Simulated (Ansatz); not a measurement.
Basis-set extrapolation for C2H3FO2 (`O=COCF`) (PBE0-D4/def2-TZVP geometry, frozen core, Ansatz). Multiplicity 1, RHF reference.

```csv
,def2-TZVPP,def2-QZVPP
HF,-326.787768,-326.802409
MP2 correlation,-1.032057,-1.114880
CCSD(T) correlation,-1.085408,-1.163498
```

Energies in hartree. Use E(X) = E(∞) + A·exp(−7.88·√X) for Hartree–Fock and E(X) = E(∞) + B·X^(−2.97) for correlation, with X = 3 and 4.

Task: What is the CCSD(T) energy at the basis-set limit?

Result: HF limit: -326.802409 + (-0.014641) × 0.13774 = -326.80443. Correlation limit: -1.163498 + (-0.078090) × 0.74074 = -1.22134. Total: -328.02577 hartree, 4.15 eV below CCSD(T)/def2-TZVPP.
